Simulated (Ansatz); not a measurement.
**FH3OSi (SMILES O[SiH2]F): a rigid scan of the dihedral angle H4–O1–Si2–F3**

Aim: the energy along the dihedral angle H4–O1–Si2–F3, from CCSD(T) and from cheaper methods, relative to the minimum. No other atom is relaxed.

The runs use Ansatz 0.2.0, Gaussian basis; single points in def2-TZVPP.

Levels: PBE-D4, r2SCAN-D4, PBE0-D4, B3LYP-D4, wB97M-V, Hartree-Fock, MP2, CCSD, CCSD(T). The scan takes 103.3, 143.3, -176.7, -136.7, -96.7, -56.7, -16.7, 23.3, 63.3°.

Correlated methods freeze the cores. B3LYP uses VWN-RPA correlation.

27 further runs of the same task are left out: 27 set aside as unsound or not needed.

### Step 1. Starting geometry

SMILES `O[SiH2]F`, 6 atoms, charge 0, spin multiplicity 1.

Atoms are counted from 1 here; the program's logs count them from 0.

Bond lengths: O1–Si2 1.606 Å, O1–H4 0.915 Å, Si2–F3 1.597 Å, Si2–H5 1.495 Å, Si2–H6 1.498 Å. Angles: Si2–O1–H4 114.6°, O1–Si2–F3 104.9°, O1–Si2–H5 108.0°, O1–Si2–H6 111.0°, F3–Si2–H5 110.9°, F3–Si2–H6 110.4°, H5–Si2–H6 111.4°.

Geometry (Å):

```mol
FH3OSi
  3D, bonds by distance, orders not assigned

  6  5  0  0  0  0  0  0  0  0999 V2000
   -0.8706    0.1197   -0.8934 O   0  0
    0.3762    0.0830    0.1178 Si  0  0
   -0.0921   -0.8661    1.3139 F   0  0
   -1.6054   -0.3454   -0.6087 H   0  0
    1.5412   -0.5094   -0.6075 H   0  0
    0.6927    1.4542    0.6317 H   0  0
  1  2  8  0
  1  4  8  0
  2  3  8  0
  2  5  8  0
  2  6  8  0
M  END
```

### Step 2. A first relaxation in a small basis

pre/in.yaml

```yaml
crystal:
  periodic: [false, false, false]
  atoms:
    - {symbol: O, position_ang: [-0.870600, 0.119700, -0.893400]}
    - {symbol: Si, position_ang: [0.376200, 0.083000, 0.117800]}
    - {symbol: F, position_ang: [-0.092100, -0.866100, 1.313900]}
    - {symbol: H, position_ang: [-1.605400, -0.345400, -0.608700]}
    - {symbol: H, position_ang: [1.541200, -0.509400, -0.607500]}
    - {symbol: H, position_ang: [0.692700, 1.454200, 0.631700]}
basis:
  gaussian: {orbitals: def2-SVP}
hamiltonian: {xc: pbe, dispersion: d4}
relax: {f_tol: 0.03, max_steps: 250}
```

The command line of these runs was not kept.

After this run come: Relaxation at PBE0-D4; The minimum at every level; H4–O1–Si2–F3 = 103.3°; H4–O1–Si2–F3 = 143.3°; H4–O1–Si2–F3 = -176.7°; H4–O1–Si2–F3 = -136.7°; H4–O1–Si2–F3 = -96.7°; H4–O1–Si2–F3 = -56.7°; H4–O1–Si2–F3 = -16.7°; H4–O1–Si2–F3 = 23.3°; H4–O1–Si2–F3 = 63.3°.

What does the calculation give? Wanted: highest point, CCSD(T); lowest point, CCSD(T); RMS deviation from CCSD(T); largest T1 diagnostic.

**Answer**, as computed:

| quantity | value |
| --- | --- |
| highest point, CCSD(T) | 11.8 kJ/mol at -176.7° |
| lowest point, CCSD(T) | 0.0 kJ/mol at 71.8° |
| RMS deviation from CCSD(T) | PBE-D4 0.2, r2SCAN-D4 0.3, PBE0-D4 0.3, B3LYP-D4 0.3, wB97M-V 0.3, Hartree-Fock 0.9, MP2 0.1, CCSD 0.2 kJ/mol |
| largest T1 diagnostic | 0.011 |

Over the points sampled the torsion costs at most 11.8 kJ/mol, a hindered rotation that is fast at room temperature. A rigid scan overstates barriers, since nothing else may give way. MP2 follows the CCSD(T) curve best and Hartree-Fock worst.
